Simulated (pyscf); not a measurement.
`[CH2][O][CH2][OH]` [doublet] → `[O][CH2][CH2][OH]` [doublet], a group migration (doublet surface; C–O broken, C–C formed). Optimised with ωB97X-D3(BJ)/def2-SVP in PySCF. Energies in kcal/mol from the reactant's lowest minimum found.

Small-basis levels: PySCF, no dispersion term, spherical d functions. Open shells are spin-unrestricted. 

Problem. Quick MP2/6-31G* single points give ΔE‡ = 58.6 kcal/mol and ΔE = +5.4 kcal/mol. What does ωB97M-D3(BJ)/def2-TZVP give, and how far is the quick result from it?

Solution. ωB97M-D3(BJ)/def2-TZVP gives ΔE‡ = 52.2 kcal/mol and ΔE = +2.5 kcal/mol. MP2/6-31G* lies 6.4 kcal/mol over it in the barrier and 2.8 kcal/mol over it in the reaction energy, so on this step it does not hold to within 3.0 kcal/mol. ωB97M-D3(BJ)/def2-TZVP has limits of its own. From the product side, H₂C=O + •H₂C–OH lies, by one bond made or cut, 35.4 kcal/mol under this saddle at ωB97M-D3(BJ). The same reactants have a lower exit, to H₂C=O + •H₂C–OH (no saddle counted: cutting one bond, which may have a small barrier of its own, costs +16.8 kcal/mol at ωB97M-D3(BJ), against +52.2 kcal/mol here). •H₂C–O–CH₂–OH lies 8.1 kcal/mol over its isomer H₃C–CH(O•)–OH (electronic energy, ωB97M-D3(BJ)). •O–CH₂–CH₂–OH lies 10.6 kcal/mol over its isomer H₃C–CH(O•)–OH (electronic energy, ωB97M-D3(BJ)). One saddle was located; it need not be the lowest between these sides.
